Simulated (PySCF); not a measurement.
Ligands exchanged one at a time, Si Cl-H. Isolated molecules, 0 K electronic values unless said otherwise. Strings in code marks are SMILES.

Level of theory: PySCF 2.14.0 with CAM-B3LYP-D3(BJ)/def2-TZVP. Excitations are Tamm–Dancoff values on a coarser integration grid. The basis has no diffuse functions, so Rydberg states are missing or too high.

```json
[
 {"species": "0 of 4 Cl replaced by H (`Cl[Si](Cl)(Cl)Cl`)", "S1 excitation (TDA) (eV)": "___", "LUMO (eV)": "0.57", "S1 oscillator strength": "___"},
 {"species": "1 of 4 Cl replaced by H", "S1 excitation (TDA) (eV)": "8.07", "LUMO (eV)": "1.07", "S1 oscillator strength": "0.000"},
 {"species": "2 of 4 Cl replaced by H (`Cl[SiH2]Cl`)", "S1 excitation (TDA) (eV)": "7.81", "LUMO (eV)": "1.13", "S1 oscillator strength": "0.009"},
 {"species": "3 of 4 Cl replaced by H (`[SiH3]Cl`)", "S1 excitation (TDA) (eV)": "___", "LUMO (eV)": "0.93", "S1 oscillator strength": "0.009"}
]
```

**Question.** What belongs in the gaps?

**Answer.** 
- 0 of 4 Cl replaced by H (`Cl[Si](Cl)(Cl)Cl`), S1 excitation (TDA) (eV): 7.83
- 0 of 4 Cl replaced by H (`Cl[Si](Cl)(Cl)Cl`), S1 oscillator strength: 0.000
- 3 of 4 Cl replaced by H (`[SiH3]Cl`), S1 excitation (TDA) (eV): 7.61
